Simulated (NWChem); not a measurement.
Correlation energy of difluoromethane (CH$_{2}$F$_{2}$)

SMILES: FCF
```xyz
5

F      1.0958     0.0000    -0.2872
C      0.0000     0.0000     0.4910
F     -1.0958     0.0000    -0.2872
H      0.0000     0.9137     1.1116
H      0.0000    -0.9137     1.1116
```
Charge 0, spin multiplicity 1.

Everything below was run with NWChem. Structure: optimised with PBE0/def2-SVP, a minimum by its harmonic frequencies.

Basis set: 6-31G*. Each correlation energy counts from its own Hartree-Fock reference.

The correlated methods keep 3 core orbitals frozen. The Pople sets run with spherical d functions. Coupled-cluster values serve here as a point of comparison, not as the truth.

Order these methods by the correlation energy they give, lowest first: CCSD, MP2, CR-CCSD[T], SCS-MP2.

CR-CCSD[T] (-488.0 mHa), CCSD (-479.1 mHa), MP2 (-464.2 mHa), SCS-MP2 (-449.0 mHa)
